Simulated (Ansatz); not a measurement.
Two shapes of singlet CH₂.

Shape 1:

```xyz
3

C     0.0429    0.0231   -0.1909
H    -0.0360    0.8966    0.5370
H     0.0445   -0.8464    0.5222
```

Shape 2:

```xyz
3

C     0.0473   -0.0721   -0.1255
H    -0.0184    0.9109    0.6502
H     0.1560   -0.8733    0.5090
```

Basis set: 6-31G (spherical functions). Correlated methods keep 1 orbital frozen. Charge 0, multiplicity 1.

Computed with Ansatz (development build ahead of 0.2.0); each method stands on the lowest determinant of its kind that the runs found.

Q: Which shape is lower in energy, and by how much in each method?

A:

| method | E(2) − E(1) (eV) |
| --- | --- |
| RHF | 0.349 |
| RHF-MP2 | 0.349 |

Shape 1 is lower. Caution: in another basis set an unrestricted determinant lies well below; another spin multiplicity may lie lower.
